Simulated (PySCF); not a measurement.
# Broadened absorption spectrum of [C5H11S]+

Species: C₅H₁₁S (charge +1).
Cartesian coordinates in Å at the GFN2-xTB level; atoms count from 1:
```
atom  x, y, z in Å
C1     2.1651   -0.1548   -0.2208
S2     0.8888   -0.0218    1.0565
C3    -0.2976   -1.2964    0.4921
C4    -1.1866   -0.6234   -0.5402
C5    -1.4666    0.7722    0.0036
C6    -0.1210    1.3663    0.3988
H7     1.7199   -0.2185   -1.2084
H8     2.8087    0.7181   -0.1504
H9     2.7550   -1.0437   -0.0145
H10   -0.8641   -1.5911    1.3752
H11    0.2516   -2.1574    0.1197
H12   -0.6870   -0.5653   -1.5087
H13   -2.1059   -1.1915   -0.6735
H14   -1.9516    1.4035   -0.7393
H15   -2.1217    0.7079    0.8731
H16   -0.2046    2.1199    1.1788
H17    0.4107    1.7881   -0.4518
```

Computed with PySCF 2.14.0, density-fitted response routines, TDDFT wB97X-D/def2-SVPD, vertical, gas phase, core orbitals frozen in the response.

Computed states:

| state | E (eV) | f |
| --- | --- | --- |
| S1 | 7.87 | 0.039 |
| S2 | 8.03 | 0.038 |
| S3 | 8.68 | 0.0035 |
| S4 | 8.96 | 0.0051 |
| S5 | 8.97 | 0.0026 |
| S6 | 9.23 | 0.0013 |
| S7 | 9.26 | 0.054 |
| S8 | 9.39 | 0.034 |

Each state is given a Gaussian of 0.4 eV full width at half maximum, with ε(max) = 2.175×10⁸ f / Δν̃ (Δν̃ the width in cm⁻¹). The width is an assumption, not a result. The curve ends short of the highest state used, and states not computed would add to its high-energy end.

(1) What does the envelope look like, and where are its maxima?

(2) Coming from long wavelengths, where does ε first pass 100 L mol⁻¹ cm⁻¹?

## Answers

(1) 
| E (eV) | ε (L mol⁻¹ cm⁻¹) |
| --- | --- |
| 7.27 | 6 |
| 7.29 | 8 |
| 7.32 | 15 |
| 7.35 | 27 |
| 7.38 | 45 |
| 7.41 | 74 |
| 7.43 | 102 |
| 7.46 | 159 |
| 7.49 | 242 |
| 7.52 | 357 |
| 7.54 | 456 |
| 7.57 | 640 |
| 7.60 | 875 |
| 7.63 | 1162 |
| 7.66 | 1501 |
| 7.68 | 1754 |
| 7.71 | 2165 |
| 7.74 | 2602 |
| 7.77 | 3048 |
| 7.79 | 3338 |
| 7.82 | 3746 |
| 7.85 | 4099 |
| 7.88 | 4377 |
| 7.91 | 4560 |
| 7.93 | 4623 |
| 7.96 | 4626 |
| 7.99 | 4518 |
| 8.02 | 4306 |
| 8.04 | 4115 |
| 8.07 | 3765 |
| 8.10 | 3361 |
| 8.13 | 2925 |
| 8.15 | 2630 |
| 8.18 | 2193 |
| 8.21 | 1783 |
| 8.24 | 1414 |
| 8.27 | 1094 |
| 8.29 | 910 |
| 8.32 | 681 |
| 8.35 | 504 |
| 8.38 | 375 |
| 8.40 | 312 |
| 8.43 | 248 |
| 8.46 | 214 |
| 8.49 | 202 |
| 8.52 | 207 |
| 8.54 | 218 |
| 8.57 | 242 |
| 8.60 | 273 |
| 8.63 | 308 |
| 8.65 | 333 |
| 8.68 | 374 |
| 8.71 | 420 |
| 8.74 | 471 |
| 8.77 | 531 |
| 8.79 | 577 |

Maxima: 156 nm (7.95 eV), ε about 4600, made up of S1 (51%) and S2 (49%) (ε in L mol⁻¹ cm⁻¹; maxima over ε = 5, shares over 10%). At its high-energy end, 8.79 eV, the curve is still rising (ε about 580, from S3, S4, S5 and S7).

(2) At about 167 nm (7.43 eV), 0.44 eV below S1.

One conformer stands for the species.
